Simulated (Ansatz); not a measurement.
**BSiCl+ (quartet): the correlation ladder, cc-pVDZ**

The task here is to estimate one member of a computed series from the others.

Program: Ansatz 0.2.0, Gaussian basis. Level of theory: cc-pVDZ, core rule «outside noble gas», up to 11 orbitals frozen. These are calculated values, not measurements.

The runs, in order: UHF; CCSD(T) on ROHF; CCSD(T) on UHF; BCCD(T) on ROHF; CISD as a restricted active space (open shells left free, so some higher excitations enter); CCSDT(Q) on ROHF; CCSDT(Q) on UHF; CASSCF and MRCISD+Q, 11 electrons in 11 orbitals; CASSCF and NEVPT2, 11 electrons in 11 orbitals.

25 further runs of the same task are left out: 10 that didn't finish, 15 set aside as unsound or not needed. Runs told in other sessions of the task aren't counted.

## What is computed

The geometry is a PBE0/def2-TZVP stationary point (not a proven minimum) of the parent state, kept for this charge and spin.

3 atoms, charge 1, spin multiplicity 4.

Atoms are counted from 1 here; the program's logs count them from 0.

Bond lengths: B1–Si2 1.881 Å, B1–Cl3 1.690 Å. Angles: Si2–B1–Cl3 180.0°.

The first run:

Input file in.yaml:

```yaml
crystal:
  periodic: [false, false, false]
  atoms:
    - {symbol: B, position_ang: [0.000000, 0.000000, 0.063696]}
    - {symbol: Si, position_ang: [0.000000, 0.000000, -1.817242]}
    - {symbol: Cl, position_ang: [0.000000, 0.000000, 1.753546]}
basis:
  gaussian: {orbitals: cc-pVDZ}
total_charge: 1
magnetization: {spin_polarized: true, initial_magnetization: 3}
hamiltonian: {xc: hf}
output: {orbitals: {seedname: orbitals}}
```

Run with:

```
$ ansatz run in.yaml --threads 1 --pin off --events-out ev --progress --plain --max-ram 2393MiB
```

Among the steps run: UHF; CCSD(T) on ROHF; CCSD(T) on UHF; BCCD(T) on ROHF; CISD as a restricted active space (open shells left free, so some higher excitations enter); CCSDT(Q) on ROHF; CCSDT(Q) on UHF; CASSCF and MRCISD+Q, 11 electrons in 11 orbitals; CASSCF and NEVPT2, 11 electrons in 11 orbitals.

One table of the session follows, with a row left open; its other results are not shown here.

It belongs to the step «Misses and costs». 

```
          method  from UCCSDT(Q) (meV)
            ROHF               +7685.8
             UHF               +7660.1
            RMP2               +1196.6
            UMP2               +1197.7
            CISD               +1029.8
           RCCSD                +375.8
           UCCSD                +375.2
        RCCSD(T)                 +68.3
        UCCSD(T)                 +68.2
         BCCD(T)                 +65.2
          RCCSDT                 +23.0
          UCCSDT                     ?
       RCCSDT(Q)                  +5.2
       UCCSDT(Q)                     0
  CASSCF valence               +5455.4
  NEVPT2 valence               +1057.0
  MRCISD valence                +487.4
MRCISD+Q valence                 +68.5
```

Q: Estimate the row for UCCSDT from the others.

**Answer.** from UCCSDT(Q) (meV): +22.7. In the column «from UCCSDT(Q) (meV)» it lies between RCCSDT(Q) (+5.2) and RCCSDT (+23.0).

Limits of these values: Restricted and unrestricted rows rest on different reference determinants; a gap between their highest levels can come from leftover correlation error, from unlike frozen cores or from another state.
